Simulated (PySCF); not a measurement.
**Adding and removing an electron: SiC**

PBE; basis Si def2-TZVPPD, C def2-TZVPPD; no relativity; PySCF 2.14. Neutral (UKS): triplet (σ ↑, π ↑), Re = 1.728 Å, ωe = 958 cm⁻¹, De = 4.82 eV, HOMO -5.67 eV, LUMO -5.22 eV.

SiC⁺ (UKS): quartet (σ ↑, π ↑↑), Re = 1.841 Å, ωe = 784 cm⁻¹, De = 4.09 eV to Si⁺ + C. The energies at the minima are -327.19611 hartree for SiC and -326.86818 for SiC⁺.

(1) Work out the adiabatic ionisation energy, without and with harmonic zero-point energies (1 hartree = 27.2114 eV, 1 eV = 8065.5 cm⁻¹), and the change of the bond length.

For an ion De counts to the pair picked by the measured ionisation energies or electron affinities, which need not be the lowest pair at this level. States were picked by a PBE0 search and need not be the measured ground states.

## Answers

(1) At PBE: 0.32793 hartree = 8.923 eV between the minima; the zero-point term (784.0 − 958.0)/2 cm⁻¹ = -0.011 eV makes it 8.913 eV. Re changes by +11.3 pm against the neutral. The electron leaves a π orbital, and the longer bond of the ion fits a bonding orbital, or a change in how ionic the bond is.
